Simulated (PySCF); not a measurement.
Ionising NO

HSE06; N aug-cc-pVDZ, O aug-cc-pVDZ; no relativity (PySCF 2.14). Neutral (UKS): doublet (π ↑), Re = 1.148 Å, ωe = 2029 cm⁻¹, De = 6.49 eV, HOMO -5.95 eV, LUMO -3.19 eV.

NO⁺ (UKS): singlet (closed shell), Re = 1.063 Å, ωe = 2526 cm⁻¹, De = 10.70 eV to N + O⁺. The energies at the minima are -129.78600 hartree for NO and -129.43121 for NO⁺.

(1) Work out the adiabatic ionisation energy, without and with harmonic zero-point energies (1 hartree = 27.2114 eV, 1 eV = 8065.5 cm⁻¹), and the change of the bond length.

For an ion De counts to the pair picked by the measured ionisation energies or electron affinities, which need not be the lowest pair at this level. States were picked by a PBE0 search and need not be the measured ground states.

Results:

(1) At HSE06: 0.35479 hartree = 9.654 eV between the minima; the zero-point term (2526.0 − 2029.0)/2 cm⁻¹ = +0.031 eV makes it 9.685 eV. Re changes by -8.5 pm against the neutral. The electron leaves a π orbital, and the shorter bond of the ion fits an antibonding orbital, or a change in how ionic the bond is.
